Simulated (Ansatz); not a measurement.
**SiOF (quartet): wave-function methods side by side at a displaced geometry (v1), cc-pVDZ**

The task here is to estimate one member of a computed series from the others.

Method: cc-pVDZ, core rule «outside noble gas», up to 7 orbitals frozen; program: Ansatz 0.2.0, Gaussian basis.

Plan: UHF; CCSD(T) on ROHF; CCSD(T) on UHF; BCCD(T) on ROHF; CISD; CCSDT(Q) on ROHF; CCSDT(Q) on UHF.

32 further runs of the same task are left out: 12 for a known fault of the program, 7 that didn't finish, 13 set aside as unsound or not needed.

### The system

The geometry is a PBE0/def2-TZVP stationary point (not a proven minimum) with its atoms shifted at random (size 0.040 Å).

3 atoms, charge 0, spin multiplicity 4.

Atoms are counted from 1 here; the program's logs count them from 0.

Bond lengths: F1–Si3 1.625 Å, O2–Si3 1.659 Å. Angles: F1–Si3–O2 118.9°.

The first run:

in.yaml reads:

```yaml
crystal:
  periodic: [false, false, false]
  atoms:
    - {symbol: F, position_ang: [-0.020772, 0.375223, 1.336972]}
    - {symbol: O, position_ang: [-0.021605, 0.366262, -1.491040]}
    - {symbol: Si, position_ang: [0.026359, -0.462467, -0.054996]}
basis:
  gaussian: {orbitals: cc-pVDZ}
magnetization: {spin_polarized: true, initial_magnetization: 3}
hamiltonian: {xc: hf}
output: {orbitals: {seedname: orbitals}}
```

Command:

```sh
$ ansatz run in.yaml --threads 1 --pin off --events-out ev --progress --plain --max-ram 2393MiB
```

Among the steps run: UHF; CCSD(T) on ROHF; CCSD(T) on UHF; BCCD(T) on ROHF; CISD; CCSDT(Q) on ROHF; CCSDT(Q) on UHF.

One of the session's tables, all rows but one given; the rest of the session is left out.

It belongs to the step «Misses and costs». 

```
   method  from UCCSDT(Q) (kcal/mol)
     ROHF                    +258.46
      UHF                    +254.89
     RMP2                     +18.06
     UMP2                     +17.98
     CISD                          ?
    RCCSD                      +6.15
    UCCSD                      +6.07
 RCCSD(T)                      +1.25
 UCCSD(T)                      +1.23
  BCCD(T)                      +1.17
   RCCSDT                      +0.63
   UCCSDT                      +0.60
RCCSDT(Q)                      +0.11
UCCSDT(Q)                          0
```

Estimate the missing values for CISD.

As computed: from UCCSDT(Q) (kcal/mol): +26.19. In the column «from UCCSDT(Q) (kcal/mol)» it lies between RMP2 (+18.06) and UHF (+254.89).

Limits of these values: Restricted and unrestricted rows rest on different reference determinants; where their highest levels disagree by more than a few hundredths of an eV, they describe different states and don't form one ladder.
